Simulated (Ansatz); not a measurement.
System: NO, charge 1, multiplicity 1. 
Structure (B3LYP-D3(BJ)/def2-TZVP (Ansatz, a first-principles code) minimum search):
```
N
O 1 1.0564
```
Charge +1, spin multiplicity 1.

Basis-set convergence of Hartree-Fock and CCSD(T) correlation energies (hartree) with Ansatz. Valence correlation only, unless marked. Spin-orbit coupling is left out. Non-relativistic.

| basis | functions | E(HF) | E(corr, CCSD(T)) |
|---|---|---|---|
| cc-pVDZ | 28 | -128.92833 | -0.34557 |
| cc-pVTZ | 60 | -128.96674 | -0.41656 |
| cc-pVQZ | 110 | -128.97690 | -0.44107 |
| cc-pV5Z | 182 | -128.97913 | -0.44991 |

Extrapolating the two largest sets (X = 4 and 5) as X^-3: E(corr) = (125·(-0.44991) - 64·(-0.44107))/61 = -0.4592 Eh, an estimate of the basis-set limit. The largest set recovers 98.0 % of it, the smallest 75.3 %.
